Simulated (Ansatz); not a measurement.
## Worked example: Cl–B–PH⁺, doublet against Cl–B–PH, singlet

Geometry (PBE0/def2-TZVP stationary point of a singlet), kept for both states (Cl–B–PH, singlet: A; Cl–B–PH⁺, doublet: A):

```csv
atom,x (Å),y (Å),z (Å)
Cl,0.0000,-0.2808,1.9376
B,0.0000,-0.3505,0.2476
P,0.0000,-0.3284,-1.4586
H,0.0000,0.9596,-0.7266
```

Basis cc-pVDZ; Ansatz 0.2.0. Correlated methods freeze the noble-gas cores. R marks a restricted (for open shells ROHF) determinant, U an unrestricted one.

Full CI isn't at hand for all of this; UCCSDT(Q) serves as the reference, and is uncertain by about the last step of the cluster series.

```
    level  E(Cl–B–PH, singlet) (hartree)  E(Cl–B–PH⁺, doublet) (hartree)
      UHF                    -825.495770                     -825.199958
     UMP2                    -825.829620                     -825.498192
 UCCSD(T)                    -825.873784                     -825.546449
      PBE                    -826.613247                     -826.280398
  wB97M-V                    -826.945046                     -826.611564
UCCSDT(Q)                    -825.875827                     -825.548684
```

Task: Give the vertical gap, Cl–B–PH⁺ doublet less Cl–B–PH singlet, at each level in eV (1 hartree = 27.2114 eV), and each error against UCCSDT(Q).

Result: UCCSDT(Q): (-825.548684 − (-825.875827)) × 27.2114 = 8.902 eV (the reference)
wB97M-V: (-826.611564 − (-826.945046)) × 27.2114 = 9.075 eV, error 0.173 eV
PBE: (-826.280398 − (-826.613247)) × 27.2114 = 9.057 eV, error 0.155 eV
UCCSD(T): (-825.546449 − (-825.873784)) × 27.2114 = 8.907 eV, error 0.005 eV
UMP2: (-825.498192 − (-825.829620)) × 27.2114 = 9.019 eV, error 0.117 eV
UHF: (-825.199958 − (-825.495770)) × 27.2114 = 8.049 eV, error -0.853 eV

Total energies of functionals can't be set beside those of wave-function methods, since they hold the core's correlation and their own absolute errors; only the differences compare.

In so small a basis the reference is far from its limit while semilocal and hybrid functionals are nearer theirs, so the functionals' errors here hold much of the reference's basis and frozen-core error, which can add to them or hide them.

Each level lands on the state that its own search finds. T1 diagnostics of restricted CCSD: 0.016 and 0.022.
